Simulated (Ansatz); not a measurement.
## Lattice parameter a of some phosphides, arsenides and antimonides, all zinc-blende

Method: r²SCANh (Ansatz, a first-principles code, PAW). References are measured values corrected to a static lattice.

Values in Å.

```csv
solid,reference,r²SCANh,error (%)
zinc-blende GaP,5.439,5.444,+0.09
zinc-blende InP,5.858,5.892,+0.58
zinc-blende BP,4.525,4.529,+0.09
zinc-blende GaAs,5.64,5.655,+0.27
zinc-blende InSb,6.468,6.533,+1.00
zinc-blende InAs,6.047,?,?
```

### Question
Estimate the withheld r²SCANh value.

### Answer
The errors of the other rows run from +0.09 % to +1.00 %, with a median of +0.27 %; carried to the reference 6.047 it gives 6.063 Å. The run gives 6.090 Å (+0.71 %), +0.45 % from the estimate; the row was drawn at random, and such an estimate is rough. Over these 6 solids the mean error is +0.46 %, the mean absolute error 0.46 % (median 0.42 %), and the worst case zinc-blende InSb at +1.00 %; the value is above the reference in 6 of 6 cases.

All these references are brought to a static lattice.

Spin–orbit coupling is left out, also for the solids with elements from indium on (zinc-blende InP, zinc-blende InSb, zinc-blende InAs); its size isn't shown.

Differences are worked out from the printed values.

Ansatz's density-functional and Hartree–Fock values are scalar-relativistic unless marked +SOC, with PAW data made under PBE.

Not in this set, of the phosphides, arsenides and antimonides with a reference value in our tables and a result at some level: 14 for a reference at room or unstated temperature; 2 for no value at r²SCANh (not run, a failed fit, an unstable or unbound cell, or a value held back for tests). These can be a level's best or worst cases. At least 3 more with a reference value are held back for tests. Solids without a released value at any level aren't counted. Layered and molecular crystals are counted apart.

References as tabulated in Mejia-Rodriguez and Trickey (2018), arXiv:1807.09216.
